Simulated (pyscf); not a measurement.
Structures and frequencies: ωB97X-D3(BJ)/def2-SVP in PySCF.

Task: Estimate the classical barrier height and the reaction energy of HCl (SMILES Cl) + Cl–SnH: (SMILES [Cl][SnH]) [singlet] -> Cl–Sn:–Cl (SMILES [Cl][Sn][Cl]) [singlet] + H₂ (SMILES [H][H]) at ωB97X-D3(BJ)/def2-TZVP. The step runs on the singlet surface, breaks Cl–H, H–Sn and forms Cl–Sn, H–H; take the separated reactants as zero.

Result: ΔE‡ = -3.9 kcal/mol, ΔE = -36.3 kcal/mol. ωB97M-D3(BJ)/def2-TZVP gives -0.8 kcal/mol and -31.7 kcal/mol. Zero-point energy shifts the barrier by +0.5 kcal/mol. It is a four-centre exchange, with an imaginary mode of 1000i cm⁻¹. On the reactant side the descent ends in a bound adduct, 9.6 kcal/mol under the separated species and 5.8 kcal/mol under the saddle at ωB97X-D3(BJ)/def2-TZVP. At ωB97X-D3(BJ) the saddle lies under the separated reactants, which points to a path from their complex (located at ωB97X-D3(BJ) alone). One saddle was located; it need not be the lowest between these sides. Elements past Kr carry the def2 core potentials, without spin-orbit coupling.
